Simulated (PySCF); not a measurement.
**A gas-phase reaction: FH4NSi + H2O → H5NOSi + FH**

Aim: the reaction energy of `N[SiH2]F` + `O` → `N[SiH2]O` + `F`.

Computed with PySCF 2.14.0; each step states its level. No surroundings beyond the atoms listed, unless a continuum is named. Atoms count from 0, parts from 1.

## 1. The system as given

Each species was relaxed by itself at PBE0-D3(BJ)/def2-SVPD.

## 2. Energies of the species: wB97M-D3(BJ)/def2-TZVPD

Job settings and geometry (Å):

```
{"job": {"kind": "react", "xc": "wB97M-D3(BJ)", "basis": "def2-TZVPD"}, "charge": 0, "multiplicity": 1}
-1 FH4NSi charge 0 multiplicity 1
N      1.041080     0.147540    -0.035400
Si    -0.625890    -0.230080     0.028880
F     -1.616840     1.058340    -0.231280
H      1.539700     0.278960    -0.904350
H      1.526650     0.558500     0.749910
H     -0.945370    -0.707010     1.397520
H     -0.949200    -1.192940    -1.053170

-1 H2O charge 0 multiplicity 1
O      0.001460     0.389260     0.010240
H     -0.763620    -0.191760    -0.005600
H      0.762170    -0.197470    -0.004660

+1 H5NOSi charge 0 multiplicity 1
N     -1.176860    -0.386640     0.037560
Si     0.277670     0.527130     0.163040
O      1.708260    -0.346700     0.065090
H     -1.704590    -0.452190    -0.820330
H     -1.477670    -1.059030     0.728710
H      0.385080     1.151220     1.505650
H      0.201540     1.521220    -0.946550
H      1.868680    -0.851230    -0.735460

+1 FH charge 0 multiplicity 1
F      0.459680     0.016540    -0.010180
H     -0.459680    -0.016540     0.010180
```

With the program's defaults for keys left out, this is: wB97M-D3(BJ)/def2-TZVPD reaction energy of separated species, gas phase.

The run is started by

```
$ OMP_NUM_THREADS=1 python cluster_run.py task.json out
```

One launch serves the whole session: the jobs run in the order shown.

**Question.** The jobs that follow are: PBE0-D3(BJ)/def2-TZVPD reaction energy of separated species, gas phase; MP2/def2-TZVPD reaction energy of separated species, gas phase. Predict: reaction energy (wB97M-D3(BJ)/def2-TZVPD); ΔH, ΔG at 298 K (xTB thermal terms). Thermal terms come from harmonic xTB runs on each species.

**Answer**, as computed:

```
                                                quantity                    value
               reaction energy (wB97M-D3(BJ)/def2-TZVPD)           11.57 kcal/mol
                     ΔH, ΔG at 298 K (xTB thermal terms)    +11.3, +12.2 kcal/mol
range of the reaction energy over the runs of this table  10.84 to 11.57 kcal/mol
```

What this shows: The reaction is endothermic by 11.3 kcal/mol in the gas phase; dispersion gives -0.40, and xTB itself gave 14.13 for the electronic energy (xTB energies and thermal terms come from the earlier relaxation of each species, not shown). No barrier was sought. The reaction energy runs from 10.84 (MP2/def2-TZVPD) to 11.57 kcal/mol (wB97M-D3(BJ)/def2-TZVPD).
